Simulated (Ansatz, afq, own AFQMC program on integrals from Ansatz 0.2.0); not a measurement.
**B, doublet → B, quartet**

A free B atom.

E(quartet, charge +0) − E(doublet, charge +0) at this geometry, on UHF and UHF determinants.

Basis cc-pVTZ. Noble-gas cores (and the filled d shells of Ga–Kr and In–Xe) are frozen. Ansatz 0.2.0 and our own AFQMC program on the same integrals; the CISD trial comes from CCSD amplitudes, and released means the phaseless constraint is let go. Free projection: walkers drawn from exp(T), propagated without any constraint. Its projection time is finite, and what remains of the start isn't in its error. Error bars are statistical, one sigma. The errors of all members are added in quadrature.

Full CI on the same integrals is exact in this basis and with this determinant's frozen core.

The best estimate is CCSD(T) at the basis-set limit (CBS: def2-TZVPP and def2-QZVPP, with their diffuse functions for anions and beside diffuse sets, CCSD(T) itself extrapolated) plus the step from CCSD(T) to full CI in cc-pVTZ. Rows without CBS are in cc-pVTZ; B2PLYP and the wave-function rows carry a basis error of their own. Core correlation and relativity beyond core potentials are missing, and ± holds the sampling alone.

Cautions: B (doublet): the released energies move by 1.5 errors or more from one time to the next, so no released level is given (meV from the phaseless value at times in 1/Eh: 3 ± 3 at 0.24, 2.4 ± 2.0 at 0.51, -0.5 ± 2.4 at 0.99, 0 ± 3 at 1.62, -7 ± 3 at 2.40), though the last usable value meets full CI within the noise, the ph-AFQMC/HF walk drifts between its halves (2.2 errors); B (quartet): another spin lies lower.

Best estimate: 348.1 kJ/mol.

| level | vertical spin gap (kJ/mol) | error against the best estimate (kJ/mol) |
| --- | --- | --- |
| HF | 212.0 | -136.1 |
| MP2 | 298.3 | -49.8 |
| CCSD | 340.1 | -8.1 |
| CCSD(T) | 343.2 | -4.9 |
| ph-AFQMC/CISD | 343.8 ± 0.2 | -4.3 ± 0.2 |
| free AFQMC | 344.4 ± 0.3 | -3.7 ± 0.3 |
| FCI | 344.2 | -3.9 |
| HF/CBS | 211.2 | -137.0 |
| MP2/CBS | 307.1 | -41.0 |
| CCSD(T)/CBS | 347.1 | -1.0 |
| PBE | 316.9 | -31.2 |
| r2SCAN | 284.1 | -64.1 |
| PBE0 | 311.6 | -36.5 |
| B3LYP | 348.4 | 0.3 |
| wB97M-V | 352.3 | 4.2 |
| B2PLYP | 345.2 | -2.9 |

Correlation beyond CCSD(T) adds 1.0 kJ/mol. Going to the basis-set limit adds 3.9 kJ/mol at CCSD(T). The perturbative (T) step is worth +3.2 kJ/mol. The functionals spread over 68.3 kJ/mol; B3LYP and B2PLYP come nearest and r2SCAN is 64.1 kJ/mol too low.

Best estimates are given only where the step beyond CCSD(T) is under 0.3 eV and no member's determinant is very poor (T1 over 0.05, or 0.07 for open shells, ⟨S²⟩ too high by 0.3, two states mixed), so the hardest cases are missing from such tables.

The functionals ran in a triple-zeta set and keep a basis error of their own, a few kJ/mol for each bond in atomization energies and more for double hybrids, so close places among them and the extrapolated levels can swap.

Free projections are given only where their last times agree within the noise and don't stop above the reference; a slow remainder of the start can still hide under it. Each member of a difference takes its own highest rung, so a best estimate needn't equal the limit plus the step of one row. A walk keeps the symmetry of its determinant, which the program's search chose and which needn't be the lowest solution, so a lower state of the same spin and another symmetry isn't excluded.
